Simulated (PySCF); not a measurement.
Does the answer move with the share of exact exchange?

Species: C3H5Cl.
SMILES: `ClCC=C`

Torsions of this conformer, `[CH2:1]=[CH:2][CH2:3][Cl:4]`: C1–C2–C3–Cl4 124°.

PySCF, def2-SVPD basis, density fitting, gas phase, PBE0-D3(BJ)/def2-SVP geometry; singlet excitations by full TDDFT with frozen cores, triplets by Tamm–Dancoff TDDFT and ionisation energies by ΔSCF, from the lowest of the holes tried. One functional is left out:

```
functional  exact exchange (%)  HOMO energy (eV)  LUMO energy (eV)  lowest singlet excitation (eV)  lowest triplet excitation (eV)  dipole moment (D)  mean polarisability (au)  vertical ionisation energy (eV)
       LDA                   0             -6.97             -1.81                            5.50                            4.56              1.971                      55.9                            10.08
       PBE                   0             -6.82             -1.60                            5.61                            4.33              1.973                      55.4                            10.38
      PBE0                  25             -7.98             -0.57                            6.54                            4.23              2.046                      53.6                            10.13
 BHandHLYP                  50             -8.95              0.53                            7.06                            4.16              2.103                      52.9                            10.06
```

Task: Predict the row of B3LYP (20 % exact exchange) by straight lines through the other rows, and check it.

Result: 
```csv
property,line,computed,computed − line,"PBE0 (25 %), for comparison"
HOMO energy (eV),-7.73,-7.75,-0.02,-7.98
LUMO energy (eV),-0.81,-0.80,+0.01,-0.57
lowest singlet excitation (eV),6.22,6.36,+0.14,6.54
lowest triplet excitation (eV),4.31,4.32,+0.01,4.23
dipole moment (D),2.027,2.023,-0.004,2.046
mean polarisability (au),54.4,54.3,-0.1,53.6
vertical ionisation energy (eV),10.16,10.11,-0.05,10.13
```
